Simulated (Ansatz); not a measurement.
# C$_{4}$H$_{6}$, singlet in STO-3G: errors against RCCSDTQ

Geometry: MP2(full)/6-31G*, from the G2/97 set.

```yaml
atoms:
  - { symbol: C, position_ang: [0.0000, 0.0000, 2.0720] }
  - { symbol: C, position_ang: [0.0000, 0.0000, 0.6100] }
  - { symbol: C, position_ang: [0.0000, 0.0000, -0.6100] }
  - { symbol: C, position_ang: [0.0000, 0.0000, -2.0720] }
  - { symbol: H, position_ang: [0.0000, 1.0207, 2.4646] }
  - { symbol: H, position_ang: [-0.8839, -0.5103, 2.4646] }
  - { symbol: H, position_ang: [0.8839, -0.5103, 2.4646] }
  - { symbol: H, position_ang: [0.0000, 1.0207, -2.4646] }
  - { symbol: H, position_ang: [0.8839, -0.5103, -2.4646] }
  - { symbol: H, position_ang: [-0.8839, -0.5103, -2.4646] }
```

Basis STO-3G; Ansatz 0.2.0. Only valence electrons are correlated (noble-gas cores frozen), which leaves 22 electrons in 22 orbitals. R marks a restricted (for open shells ROHF) determinant, U an unrestricted one. Active spaces: frontier = (8e, 8o) about the gap.

Full CI isn't at hand for all of this; RCCSDTQ serves as the reference, and is uncertain by about the last step of the cluster series. The frozen core follows each run's orbitals, which can shift R against U totals by a few meV.

Unrestricted rows (U) aren't spin-pure: their determinants' ⟨S²⟩ exceeds S(S+1) by up to 0.12, so they mix in states of higher spin.

```
UHF ⟨S²⟩                          : 0.123
T1 diagnostic (RCCSD)             : 0.0012
largest doubles amplitude (RCCSD) : 0.127
```

```
   level  E − E(RHF) (eV)
     UHF          -0.0096
    RMP2          -6.8545
   RCCSD          -8.1499
RCCSD(T)          -8.2056
```

Task: Estimate how far RCCSDTQ in STO-3G lies from RCCSD(T). The table doesn't fix it; the size of (T) and the diagnostics are the guide.

Result: RCCSDTQ in STO-3G lies 61 meV below RCCSD(T), which is 109 % of the (T) step (-56 meV). A doubles amplitude is large, RHF is unstable towards spin polarisation, and the rest is a large part of (T). The miss exceeds 1 kcal/mol.

The other levels:

```
                    level  E − E(RCCSDTQ) (meV)  share of correlation (%)    wall time
                     CISD                  1102                     86.67          1 s
                  BCCD(T)                    61                     99.26       0.45 s
                   RCCSDT                    53                     99.36            –
                   CISDTQ                    92                     98.89  94 s (H100)
                RCCSDT(Q)                     1                     99.99        3.5 s
  CASSCF (frontier space)                  4352                     47.36            –
  NEVPT2 (frontier space)                  1249                     84.89        8.5 s
  MRCISD (frontier space)                   308                     96.27            –
MRCISD+Q (frontier space)                    -1                    100.01        9.5 s
```

The correlation energy at RCCSDTQ, counted from RHF, is -8.267 eV. That run took 20 s on 2 threads of AMD EPYC 7R13 with a shared H100 80 GB, shared host.

Times hold each run's SCF and search for its determinant on a shared host, so for small cases they say little of a method's own cost; rows without a card ran on 1 thread of AMD EPYC 7R13.

Atomization energy (electronic, same basis, no zero-point term; atoms at the same level, unrestricted beside the R rows where the molecule is a closed shell, with restricted open-shell steps beyond CCSDT(Q)) at RCCSDTQ: 4367.2 kJ/mol. Errors of other levels:

| level | error (kJ/mol) |
| --- | --- |
| RHF | -585.2 |
| UHF | -584.3 |
| RMP2 | -27.2 |
| CISD | -106.3 |
| RCCSD | -11.3 |
| RCCSD(T) | -5.9 |
| BCCD(T) | -5.9 |
| RCCSDT | -5.1 |
| CISDTQ | -8.9 |
| RCCSDT(Q) | -0.1 |

This basis is far from its limit, so the value isn't to be set against a measured one. Truncated CI isn't size-consistent, which counts against it in atomization.
